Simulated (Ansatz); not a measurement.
Zinc-blende CuI: LDA at its full settings (plane-wave cutoff 520 eV, 10×10×10 k mesh, Fermi–Dirac smearing 0.01 eV, no spin polarisation, scalar-relativistic PAW data made under PBE) and at cheaper ones, in a cell of 2 atoms with Γ-centred meshes.

```json
[
 {"level and setting": "LDA (Ansatz)", "lattice constant a (Å)": "5.862", "bulk modulus B0 (GPa)": "56.8"},
 {"level and setting": "LDA (2×2×2 k mesh) (Ansatz)", "lattice constant a (Å)": "6.070", "bulk modulus B0 (GPa)": "42.4"},
 {"level and setting": "LDA (4×4×4 k mesh) (Ansatz)", "lattice constant a (Å)": "5.874", "bulk modulus B0 (GPa)": "56.0"}
]
```

Largest shifts from the full settings: lattice constant a +3.55 % (LDA (2×2×2 k mesh)), against a difference of -3.16 % of the full result from the reference 6.053 ± 0.003 Å (measured, temperature not stated, no zero-point or thermal correction, our sources range from 6.044 to 6.054; as tabulated in arXiv:2305.18931); bulk modulus -25 % (LDA (2×2×2 k mesh)), against a difference of +55 % of the full result from the reference 36.6 GPa (measured, temperature not stated, not corrected to a static lattice; as tabulated in Gopakumar et al. (2017), arXiv:1612.07068).

The full settings aren't shown to be converged themselves.

Ansatz's density-functional and Hartree–Fock values are scalar-relativistic unless marked +SOC, with PAW data made under PBE.

Run with cheap settings on purpose, which may leave them unconverged: LDA (2×2×2 k mesh), LDA (4×4×4 k mesh).

Ansatz is a first-principles code.
